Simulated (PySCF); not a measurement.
## Assignment exercise: C4H9NO

Atoms are numbered as in `[CH3:1][CH2:2][CH2:3][C:4]([NH2:5])=[O:6]`. Each H is labelled by its parent atom. Ha(N5) is cis to the C=O or C=S heteroatom; Hb(N5) is trans to the C=O or C=S heteroatom.

[PySCF 2.14.0 with density-fitted response routines: shieldings: GIAO PBE0/pcSseg-1; structure optimised with GFN2-xTB; fast rotation and ring inversion assumed for equivalent nuclei; no solvent; non-relativistic; one computed conformer]

Referencing at the same level of theory: ¹³C (186.93 ppm), ¹H (31.72 ppm) against TMS.

(1) Assign these signals to the numbered atoms. ¹³C{¹H} NMR (computed): δ 172.6 (C), 39.2 (CH2), 21.5 (CH2), 15.9 (CH3).

(2) Assign these signals to the numbered atoms. ¹H NMR (500 MHz, computed): δ 4.69 (br, 1H), 4.53 (br, 1H), 1.95 (t, 2H), 1.67 (m, 2H), 0.97 (t, 3H).

## Answers

(1) 
172.6 → C4, amide carbonyl carbon: it is a carbonyl in resonance with an O or N lone pair, the region of acids, esters and amides
39.2 → C3, sp3 CH2 α to a carbonyl: the adjacent C=O deshields it moderately
21.5 → C2, sp3 CH2: a saturated carbon with 2 carbon neighbours and no heteroatom attached
15.9 → C1, methyl carbon: saturated and bonded to C and H only

(2) 
4.69 → Hb(N5), hydrogen on an amide-type nitrogen: exchangeable, gas-phase position
4.53 → Ha(N5), hydrogen on an amide-type nitrogen
1.95 → H(C3), hydrogen on an sp3 CH2 α to a carbonyl: α to C=O
1.67 → H(C2), hydrogen on an sp3 CH2
0.97 → H(C1), hydrogen on a methyl carbon: far from electronegative atoms and π systems

OH/NH shifts are gas-phase values; hydrogen bonding in solution moves them, usually downfield. The two substituents on the amide-type nitrogen aren't averaged: C–N rotation is slow on the NMR time scale. Shifts are as computed. Against solution values, carbons near 30 ppm lie about +3 ppm off and those near 130 ppm about +5 ppm. Of 1211 compounds with measured shifts, 218 miss one by over three times the rms of a fit or turn the order of signals round; such compounds aren't used in these exercises. The C=O carbon of an acid or of an amide with N–H lies up to 10 ppm further downfield in solution, through hydrogen bonding that the calculation lacks. Multiplicities follow the n + 1 count of equivalent neighbours, as no J values were calculated; m marks all less simple cases, F and P coupling included.
